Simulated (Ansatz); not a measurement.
Corundum (α-Al2O3) was calculated with r²SCAN+rVV10 (plane waves, PAW; Ansatz, a program for electronic structure).

Settings: plane-wave cutoff 560 eV, 8×8×8 k mesh, Fermi–Dirac smearing 0.01 eV, scalar-relativistic PAW data made under PBE.

The volume scan:

```csv
V (Å³/atom),E − E_lowest (meV/atom)
8.118,11.72
8.287,2.83
8.456,0.00
8.625,2.64
8.794,10.25
```

### Question
What bulk modulus B0 and pressure derivative B′ does a third-order Birch–Murnaghan fit give?

### Answer
V0 = 8.456 Å³/atom, B0 = 259 GPa, B′ = 3.9 (fit to the energies at full precision).

Shape and atoms are relaxed at each volume.

Measured, for comparison: bulk modulus 254 GPa (298 K, copied from a table, unchecked, not corrected to a static lattice, with K' = 4.34, our sources range from 239 to 254; as tabulated in BurnMan's mineral tables). Computed (rounded) less measured: bulk modulus not scored (unchecked). A static lattice is as a rule a little smaller and stiffer than an uncorrected measurement, which narrows the difference in the bulk modulus and would widen misses of the other sign.

Note: the bulk modulus comes from volumes at which shape and atoms were relaxed.
